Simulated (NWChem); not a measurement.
The numbers come from NWChem runs, not from measurements. System: Si, charge 0, spin multiplicity 3. Its SCF solution wasn't tested for a lower state. Level: UB2PLYP/def2-TZVP, 5 core orbitals frozen.

NWChem printed:

```
             Northwest Computational Chemistry Package (NWChem) 7.3.0
             --------------------------------------------------------

                                NWChem Input Module
                                -------------------

 Scaling coordinates for geometry "geometry" by  1.889725989
 (inverse scale =  0.529177249)

                             Geometry "geometry" -> ""
                             -------------------------

 Output coordinates in angstroms (scale by  1.889725989 to convert to a.u.)

  No.       Tag          Charge          X              Y              Z
 ---- ---------------- ---------- -------------- -------------- --------------
    1 Si                  14.0000     0.00000000     0.00000000     0.00000000

 Effective nuclear repulsion energy (a.u.)       0.0000000000

            Nuclear Dipole moment (a.u.)
            ----------------------------
        X                 Y               Z
 ---------------- ---------------- ----------------
     0.0000000000     0.0000000000     0.0000000000

      Symmetry information
      --------------------

 Group name             D2h
 Group number             26
 Group order               8
 No. of unique centers     1

      Symmetry unique atoms

     1


 Summary of "ao basis" -> "" (spherical)
 ------------------------------------------------------------------------------
       Tag                 Description            Shells   Functions and Types
 ---------------- ------------------------------  ------  ---------------------
 *                         def2-tzvp                  on all atoms

  dft_input: which_mp2 not specified, using semidirect MP2 by default.

                                 NWChem DFT Module
                                 -----------------

 Summary of "ao basis" -> "ao basis" (spherical)
 ------------------------------------------------------------------------------
       Tag                 Description            Shells   Functions and Types
 ---------------- ------------------------------  ------  ---------------------
 Si                        def2-tzvp                13       37   5s5p2d1f

 Summary of "ao basis" -> "ao basis" (spherical)
 ------------------------------------------------------------------------------
       Tag                 Description            Shells   Functions and Types
 ---------------- ------------------------------  ------  ---------------------
 Si                        def2-tzvp                13       37   5s5p2d1f
[...]
 overlap   1.000  1.000  1.000  1.000  1.000  0.996  0.983  0.983  0.999  0.983

   alpha     11     12     13     14     15     16     17     18     19     20
    beta     11     10     18     17     13     15     16     14     20     21
 overlap   0.983  1.000  1.000  1.000  0.982  1.000  1.000  0.979  1.000  1.000

   alpha     21     22     23     24     25     26     27     28     29     30
    beta     19     23     22     28     27     26     25     24     30     29
 overlap   0.999  1.000  1.000  1.000  1.000  1.000  1.000  0.999  1.000  1.000

   alpha     31     32     33     34     35     36     37
    beta     32     33     31     34     35     36     37
 overlap   1.000  1.000  1.000  1.000  1.000  1.000  1.000

     --------------------------
     Expectation value of S2:
     --------------------------
      <S2> =      2.0072 (Exact =     2.0000)

                   NWChem MP2 Semi-direct Energy/Gradient Module
                   ---------------------------------------------

  Basis functions       =     37
  Molecular orbitals    =     37
  Frozen core           =      5
  Frozen virtuals       =      0
  Active alpha occupied =      3
  Active beta occupied  =      1
  Active alpha virtual  =     29
  Active beta virtual   =     31
  Use MO symmetry       = T
  Use skeleton AO sym   = T

  AO/Fock/Back tols     =   1.0D-09  1.0D-09  1.0D-09

 GA uses MA = F    GA memory limited = T

 Available:
  local mem=  4.43D+07
 global mem=  1.44D+08
 local disk=  0.00D+00
  mp2_memr nvloc                    29
  nvloc new                    29
   1 passes of   3:        3145728                       7141                    210344.
   1 passes of   3: M     44323450           G      144176462           F      41177722.

 Semi-direct pass number   1 of   1  for UHF alpha       at        0.3s
  vrange nnbf                   703
  mp2_eaftype                    10  avail_ma_in_mb                   386
 EAF : mp2_eaftype filesize          10     105172.
  mp2_eaf for mointskh                     10
Node 0 wrote      0.5 Mb in      0.0 s     Agg I/O rate:  2156.2 Mb/s
 Done moints_semi at        0.5s
  mp2_eaftype                    10  avail_ma_in_mb                   386
 EAF : mp2_eaftype filesize          10     105172.
  mp2_eaf for kh                    10
 Done maket at        0.5s
 Done multipass loop at        0.5s

 GA uses MA = F    GA memory limited = T

 Available:
  local mem=  4.43D+07
 global mem=  1.44D+08
 local disk=  0.00D+00
  mp2_memr nvloc                    31
  nvloc new                    31
   1 passes of   1:        3145728                       4342                     76493.
   1 passes of   1: M     44323450           G      144176462           F      41177722.

 Semi-direct pass number   1 of   1  for UHF beta        at        0.5s
  vrange nnbf                   703
  mp2_eaftype                    10  avail_ma_in_mb                   386
 EAF : mp2_eaftype filesize          10      38247.
  mp2_eaf for mointskh                     10
Node 0 wrote      0.2 Mb in      0.0 s     Agg I/O rate:  1156.9 Mb/s
 Done moints_semi at        0.6s
  mp2_eaftype                    10  avail_ma_in_mb                   386
 EAF : mp2_eaftype filesize          10      38247.
  mp2_eaf for kh                    10
 Done maket at        0.6s
 Done multipass loop at        0.6s

          -------------------------------------------
          DFT energy                    -289.233788571702
          Unscaled MP2 energy             -0.070999915089
          Total DFT+MP2 energy          -289.252958548776
          -------------------------------------------

 -----------------------
 Performance information
 -----------------------

 Timer overhead =  9.63D-08 seconds/call

               Nr. of calls         CPU time (s)                 Wall time (s)                GFlops
             ---------------    -------------------     ------------------------------   -------------------
Name         Min   Avg   Max    Min     Avg     Max     Min     Avg     Max   Mx/calls   Min     Max     Sum
mp2: moin     2     2     2   0.27    0.27    0.27     0.27    0.27    0.27    0.14      0.0     0.0     0.0
mp2: make     2     2     2   1.75E-3 1.75E-3 1.75E-3  1.75E-3 1.75E-3 1.75E-3 8.76E-4   0.0     0.0     0.0
mp2: tota     1     1     1   0.31    0.31    0.31     0.31    0.31    0.31    0.31      0.0     0.0     0.0

 The average no. of pstat calls per process was 5.00D+00
 with a timing overhead of 4.82D-07s

 Task  times  cpu:        0.6s     wall:        0.6s

 Total times  cpu:        0.6s     wall:        0.6s
```

Q: Write an NWChem input that would produce this output.

A: One answer among several that fit: 
```
start mol
memory heap 200 mb stack 900 mb global 1100 mb
geometry units angstroms nocenter noautoz
  Si     0.000000     0.000000     0.000000
  symmetry group D2h
end
basis spherical
  * library def2-tzvp
end
dft
  xc hfexch 0.53 becke88 0.47 lyp 0.73 mp2 0.27
  dftmp2
  odft
  mult 3
  semidirect memsize 60000000 filesize 0
  iterations 100
end
mp2
  freeze core 5
end
task dft energy
```
